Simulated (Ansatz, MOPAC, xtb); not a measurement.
Li2 (SMILES [Li][Li]): the equilibrium bond length, rung by rung

Li2, singlet, SMILES `[Li][Li]`. Each level relaxes the structure for itself.

Each level gives the equilibrium bond length (Å). The values are calculated.

**The experiment to reproduce.** Huber and Herzberg, Constants of Diatomic Molecules gives the equilibrium bond length of the gas as 2.673 Å.

```tsv
level	kind	program	value (Å)	computed − measured
AM1	semi-empirical	MOPAC	2.380	-0.293
GFN1-xTB	semi-empirical	xtb	2.247	-0.426
MNDOD	semi-empirical	MOPAC	2.505	-0.168
PM7	semi-empirical	MOPAC	1.810	-0.863
HF/cc-pVTZ	Hartree–Fock	Ansatz	2.784	+0.111
BLYP/cc-pVTZ	GGA	Ansatz	2.703	+0.030
B2PLYP/cc-pVTZ	double hybrid	Ansatz	2.699	+0.026
MP2/cc-pVTZ	perturbation theory	Ansatz	2.718	+0.045
CCSD(T)/cc-pVTZ	coupled cluster or CI	Ansatz	2.666	-0.007
```

Nearest: CCSD(T)/cc-pVTZ (-0.007 Å); farthest: PM7 (-0.863 Å). Computed less measured by kind, in Å (cc-pVTZ rows): semi-empirical -0.863 to -0.168; Hartree–Fock +0.111; GGA +0.030; double hybrid +0.026; perturbation theory +0.045; coupled cluster or CI -0.007.
